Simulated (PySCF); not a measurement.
Gas-phase reaction: 2 SiH3Cl + 2 CH ⇌ 2 CH3SiH + Cl2

Method: PySCF energies (xtb for GFN2) plus ideal-gas RRHO corrections (1 bar). † marks an energy on the PBE0/def2-TZVP geometry and frequencies; other levels use their own. Open shells (unrestricted): CH (multiplicity 2, electronic degeneracy 4); the rest are closed-shell singlets. GFN2 has no spin-polarisation term. Spin-orbit splitting is ignored; it lowers the true energy and changes the entropy of CH. B3LYP is the form with VWN-RPA correlation. CH3SiH: computed as isolated molecules; such fragments, hydroxides, amides, oligomers or adducts are transient or little studied in the gas. The harmonic model lacks anharmonicity and excited electronic states, which grow with temperature; levels with a mode under 35 cm⁻¹ are left out. Internal rotation in CH3SiH is treated as a harmonic vibration of one conformer, which makes the entropy rough. Warning, spin contamination: CH (B3LYP/def2-TZVP†, BLYP/def2-TZVP†, PBE/def2-SVP, PBE/def2-TZVP†, PBE0/def2-QZVP†, PBE0/def2-SVP†, PBE0/def2-TZVP, LDA/def2-TZVP†).

```json
[
 {"level": "B3LYP/def2-TZVP†", "ΔE electronic, kJ": "-539", "ΔH°(298 K), kJ": "-493", "ΔS°(298 K), J/K": "-122", "ΔG°(800 K), kJ": "-392"},
 {"level": "BLYP/def2-TZVP†", "ΔE electronic, kJ": "-560", "ΔH°(298 K), kJ": "-514", "ΔS°(298 K), J/K": "-122", "ΔG°(800 K), kJ": "-413"},
 {"level": "GFN2-xTB", "ΔE electronic, kJ": "-701", "ΔH°(298 K), kJ": "-648", "ΔS°(298 K), J/K": "-132", "ΔG°(800 K), kJ": "-535"},
 {"level": "PBE/def2-SVP", "ΔE electronic, kJ": "-637", "ΔH°(298 K), kJ": "-593", "ΔS°(298 K), J/K": "-118", "ΔG°(800 K), kJ": "-496"},
 {"level": "PBE/def2-TZVP†", "ΔE electronic, kJ": "-623", "ΔH°(298 K), kJ": "-577", "ΔS°(298 K), J/K": "-122", "ΔG°(800 K), kJ": "-477"},
 {"level": "PBE0/def2-QZVP†", "ΔE electronic, kJ": "-577", "ΔH°(298 K), kJ": "-532", "ΔS°(298 K), J/K": "-122", "ΔG°(800 K), kJ": "-431"},
 {"level": "PBE0/def2-SVP†", "ΔE electronic, kJ": "-590", "ΔH°(298 K), kJ": "-545", "ΔS°(298 K), J/K": "-122", "ΔG°(800 K), kJ": "-444"},
 {"level": "PBE0/def2-TZVP", "ΔE electronic, kJ": "-575", "ΔH°(298 K), kJ": "-529", "ΔS°(298 K), J/K": "-122", "ΔG°(800 K), kJ": "-428"},
 {"level": "LDA/def2-TZVP†", "ΔE electronic, kJ": "-757", "ΔH°(298 K), kJ": "-711", "ΔS°(298 K), J/K": "-122", "ΔG°(800 K), kJ": "-610"}
]
```
ΔH° is lowest at LDA/def2-TZVP† and highest at B3LYP/def2-TZVP†. No reference value is set beside these.
